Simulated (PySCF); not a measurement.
Potential energy of PN⁺ along the bond

Set-up: P def2-TZVPPD, N def2-TZVPPD; no relativity (PySCF 2.14). Energies in eV from P⁺ + N in their ground configurations at the same level. All curves are PBE0. state 1: ²Σ⁺ (doublet), unpaired electrons σ ↑; state 2: ²Π (doublet), unpaired electrons π ↑, a second solution, started from another occupation; state 3: ⁴Π (quartet), unpaired electrons π ↑↑↑, a second solution, started from another occupation; state 4: sextet, unpaired electrons σ ↑, π ↑↑↑↑, a second solution, started from another occupation.

```
R (Å)  state 1  state 2  state 3  state 4
1.268   -2.586   -0.706    5.765   9.8605
1.327   -3.789   -2.384    3.335   7.1963
1.386   -4.453   -3.463    1.548   5.1561
1.430   -4.685   -3.972    0.536   3.9479
1.474   -4.746   -4.283   -0.252   2.9599
1.518   -4.676   -4.435   -0.856   2.1530
1.577   -4.436   -4.450   -1.436   1.3039
1.651   -3.998   -4.250   -1.879   0.5273
1.739   -3.417   -3.831   -2.118  -0.1012
1.857   -2.706   -3.199   -2.114  -0.5944
```

Question: Put a parabola through the three lowest points of the state 1 curve and estimate Re, k and ωe (reduced mass 9.643 u; 1 eV/Å² = 0.16022 mdyn/Å; ωe = 1302.8·√(k/μ) cm⁻¹).

Answer: Through R = 1.43, 1.474, 1.518 Å the second-order coefficient is 33.8 eV/Å², so Re ≈ 1.472 Å, k ≈ 10.8 mdyn/Å and ωe ≈ 1381 cm⁻¹. A polynomial fit of higher order to the unrounded PBE0 energies gives Re = 1.470 Å, k = 11.0 mdyn/Å, ωe = 1392 cm⁻¹; anharmonicity and rounding make the difference.

The higher-order fit for each curve: state 1: Re = 1.470 Å, ωe = 1392 cm⁻¹, De = 4.75 eV; state 2: Re = 1.551 Å, ωe = 1222 cm⁻¹, minimum 4.47 eV below the ground-state fragments; state 3: Re = 1.794 Å, ωe = 768 cm⁻¹, minimum 2.15 eV below the ground-state fragments. State 4 gave no clean fit.

⟨S²⟩ of the unrestricted solution departs from its pure value on part of the curve, where spin states mix. For an ion De counts to the pair picked by the measured ionisation energies or electron affinities, which need not be the lowest pair at this level. The state was picked by a PBE0 search and need not be the measured ground state.
